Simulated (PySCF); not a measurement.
Work out the structure from these simulated measurements.

Elements present: C, H and P. Monoisotopic mass: 100.0442 u.

* UV, first state: lowest singlet excitation: 5.20 eV (238 nm, f = 0.001) [TDDFT PBE0/def2-SVPD]
* Triplet: lowest triplet excitation (Tamm–Dancoff): 4.16 eV [TDA PBE0/def2-SVPD]
* Polarisability: 86.2 au [PBE0/def2-SVPD]
* Dipole: 2.05 D [PBE0/def2-SVPD]
* 13C NMR: chemical shifts (computed TMS as zero) by class: 130.1 (2 C), 15.1 (1 C), 13.7 (2 C) ppm [GIAO PBE0/pcSseg-1]
* 1H NMR: chemical shifts (computed TMS as zero) by class: 2.46 (6 H), 0.35 (3 H) ppm [GIAO PBE0/pcSseg-1]
* Rotational structure: rotational constants A, B, C: 3.122, 2.534, 1.718 GHz [GFN2-xTB]

The electronic properties come from PySCF, for the isolated species, density fitting. Levels stand in brackets. Isolated species at its GFN2-xTB geometry, gas phase. GFN2-xTB frequencies show an imaginary mode (94i cm⁻¹), so this geometry is no minimum at that level. Each NMR value is the plain mean over a class of atoms that symmetry, rotation or inversion makes alike.

Q: Which formula fits the mass and the elements?

A: C5H9P (calculated 100.0442). No other formula that holds each of these elements comes within 0.0003 u with a fitting electron parity and a possible valence count.

Q: Propose a structure and show how it fits.

A: Numbering: `[CH3:1][C:2]1=[C:3]([CH3:4])[P:5]1[CH3:6]`. 5 carbons fall into 3 classes; from least to most shielded: fully substituted alkene carbon [C2/C3] (130.1 ppm, 2 C), chain sp3 carbon bound to phosphorus [C6] (15.1 ppm), allylic carbon [C1/C4] (13.7 ppm, 2 C). Hydrogen classes from least to most shielded: 6 H on 2 allylic carbons, C1/C4 (2.46 ppm), 3 H on an sp3 carbon bound to phosphorus, C6 (0.35 ppm). By its constants the optimised geometry is an asymmetric top. Structure: `CC1=C(C)P1C`. Computed isomers that give other values at the same levels: `CCC1=CP1C` (13C chemical shifts (computed TMS as zero) by class: 154.2 (1 C), 123.9 (1 C), 28.3 (1 C), 27.3 (1 C), 14.9 (1 C) ppm); `C=CC1CPC1` (13C chemical shifts (computed TMS as zero) by class: 153.5 (1 C), 118.0 (1 C), 52.6 (1 C), 24.6 (2 C) ppm); `CC1=CPCC1` (13C chemical shifts (computed TMS as zero) by class: 163.8 (1 C), 125.8 (1 C), 44.8 (1 C), 26.0 (1 C), 22.6 (1 C) ppm). The assignments are read from this structure; whether some other isomer fits the data as well wasn't checked.
